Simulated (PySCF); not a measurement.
HS, SMILES [SH], multiplicity 2. Coordinates come from a B3LYP-D3(BJ)/def2-TZVPD optimisation.

Question: Give the equilibrium geometry at B3LYP-D3(BJ)/def2-TZVPD (PySCF confirms it by a frequency run) as Cartesian coordinates in Å, and its point group. (The exact figures need the calculation; the answer reports its results.)

Answer: point group C∞v.
```xyz
2

S      0.0000     0.0000    -0.0793
H      0.0000     0.0000     1.2680
```
Charge 0, spin multiplicity 2.
